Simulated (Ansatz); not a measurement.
Calculated with Ansatz (gas phase, PBE0-D4/def2-TZVP geometries, no zero-point term in ΔE). CBS: MP2 limit from def2 TZ/QZ plus the TZ coupled-cluster correction, frozen cores. This one scheme is used for every species. Functionals use def2-TZVPP. B3LYP here is the variant with VWN-RPA as its local correlation; programs differ in this. HSE06 is defined as in plane-wave codes. Each species was taken in one conformer, which may not be the lowest.

`C=C(F)S` + `C=CF` → `C=C(F)C(=C)F` + H₂S  (formal exchange of groups at a C–S bond)

`C=C(F)S`:

```xyz
7

C     0.252    0.510   -0.765
C    -0.480   -0.289   -0.008
F    -1.637   -0.786   -0.455
S    -0.199   -0.877    1.620
H     1.187    0.915   -0.410
H    -0.091    0.764   -1.759
H     0.969   -0.236    1.776
```

`C=CF`:

Z-matrix (Å, degrees):
```
C
C 1 1.316
H 1 1.081 2 119.2
H 1 1.082 2 121.6 3 -180.0
F 2 1.336 1 122.3 3 180.0
H 2 1.084 1 125.7 3 0.0
```

`C=C(F)C(=C)F`:

```xyz
10

C    -0.396   -1.605    0.833
C     0.276   -0.560    0.375
F     1.594   -0.449    0.579
C    -0.276    0.560   -0.375
C     0.396    1.605   -0.833
F    -1.594    0.449   -0.579
H     0.110   -2.388    1.381
H    -1.459   -1.676    0.657
H    -0.110    2.387   -1.381
H     1.459    1.676   -0.658
```

H₂S:

Z-matrix (Å, degrees):
```
S
H 1 1.341
H 1 1.341 2 92.3
```

```csv
level,ΔE (kcal/mol),difference from CCSD(T)/CBS
LDA (SPW92),-11.9,-1.3
PBE-D4,-9.8,0.8
revPBE-D4,-9.4,1.2
BLYP-D4,-9.7,0.9
r2SCAN-D4,-11.1,-0.5
B97M-V,-12.1,-1.5
PBE0-D4,-10.7,-0.1
B3LYP-D4,-10.6,0.0
r2SCANh-D4,-11.2,-0.6
r2SCAN0-D4,-11.5,-0.9
HSE06-D4,-10.7,-0.1
BHLYP-D4,-11.5,-0.9
CAM-B3LYP-D4,-11.0,-0.4
ωB97M-V,-10.4,0.2
B2PLYP,-10.4,0.2
PBE,-9.5,1.1
revPBE,-8.5,2.1
r2SCAN,-10.9,-0.3
PBE0,-10.4,0.2
B3LYP,-10.2,0.4
r2SCANh,-11.1,-0.5
r2SCAN0,-11.3,-0.7
HSE06,-10.4,0.2
CAM-B3LYP,-10.8,-0.2
LC-ωPBE,-9.8,0.8
RPA@PBE/def2-TZVPP,-10.9,-0.3
HF/def2-SVP,-14.9,-4.3
MP2/def2-SVP,-13.8,-3.2
CCSD/def2-SVP,-14.1,-3.5
CCSD(T)/def2-SVP,-14.2,-3.6
HF/def2-TZVPP,-11.5,-0.9
MP2/def2-TZVPP,-10.8,-0.2
SCS-MP2/def2-TZVPP,-10.5,0.1
CCSD(T)/def2-TZVPP,-11.3,-0.7
HF/def2-QZVPP,-11.5,-0.9
MP2/def2-QZVPP,-10.3,0.3
SCS-MP2/def2-QZVPP,-10.1,0.5
HF/CBS(def2),-11.4,-0.8
MP2/CBS(def2),-10.1,0.5
CCSD/CBS(def2),-10.8,-0.2
CCSD(T)/CBS,-10.6,0
```

Largest T1 diagnostic among the species: 0.012.

Leaving LDA and LC-ωPBE aside and taking each functional with its dispersion term where it has one, the values spread over 2.7 kcal/mol, from B97M-V to revPBE-D4. LDA lies −2.5 kcal/mol from PBE without D4. From PBE to PBE0 (25 % exact exchange), in def2-TZVPP and without D4, ΔE moves by −0.9 kcal/mol. At CCSD(T), def2-SVP lies −3.6 kcal/mol from the extrapolated value and def2-TZVPP −0.7 kcal/mol.
